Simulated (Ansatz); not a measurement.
Consider the hydrogen abstraction from a C–H bond: `C[SiH3]` + Cl• → `[CH2][SiH3]`• + HCl.

Computed with Ansatz on PBE0-D4/def2-TZVP structures; ΔE is electronic, products minus reactants. CCSD(T)/CBS is the MP2 limit (def2-TZVPP, def2-QZVPP) plus CCSD(T) − MP2 in def2-TZVPP, frozen cores. This one scheme is used for every species, atoms too. Functionals use def2-TZVPP. No spin–orbit coupling; open shells (•) take unrestricted orbitals. Spin–orbit coupling would lower the free atoms: a little for Cl.

`C[SiH3]`:

```xyz
8

C     0.573   -0.173    0.786
Si   -0.512    0.154   -0.703
H     1.379    0.561    0.846
H     1.022   -1.167    0.727
H    -0.008   -0.116    1.709
H    -1.121    1.510   -0.623
H    -1.612   -0.845   -0.782
H     0.281    0.074   -1.960
```

`[CH2][SiH3]`•:

```xyz
7

C     0.693    0.355   -0.790
Si   -0.457   -0.246    0.514
H     0.350    0.887   -1.672
H     1.770    0.241   -0.718
H    -0.701    0.804    1.546
H    -1.771   -0.607   -0.082
H     0.116   -1.433    1.202
```

HCl:

Z-matrix (Å, degrees):
```
Cl
H 1 1.279
```

**Question.** Is it downhill or uphill in electronic energy at CCSD(T)/CBS, and by how much? (Estimate.)

**Answer.** Ansatz gave: Uphill: ΔE = +1.4 kcal/mol.

**Question.** What do these levels give: LDA (SPW92), PBE-D4, revPBE-D4, CAM-B3LYP-D4, ωB97M-V, revPBE, r2SCANh, r2SCAN0, MP2/def2-TZVPP, SCS-MP2/def2-TZVPP, SCS-MP2/def2-QZVPP, MP2/CBS(def2)? (Estimate.)

**Answer.** The calculation gave: LDA (SPW92) -2.0, PBE-D4 -0.6, revPBE-D4 0.0, CAM-B3LYP-D4 2.2, ωB97M-V 1.5, revPBE -0.6, r2SCANh -1.6, r2SCAN0 -0.7, MP2/def2-TZVPP 2.3, SCS-MP2/def2-TZVPP 3.6, SCS-MP2/def2-QZVPP 2.8, MP2/CBS(def2) 0.9 kcal/mol.

Largest T1 diagnostic among the species: 0.012.

In def2-TZVPP, CCSD(T) changes the Hartree–Fock value by −1.8 kcal/mol (the triples alone add −0.3 kcal/mol) and MP2 by −2.3 kcal/mol. From r2SCAN to r2SCAN0 (25 % exact exchange), in def2-TZVPP and without D4, ΔE moves by +1.5 kcal/mol.
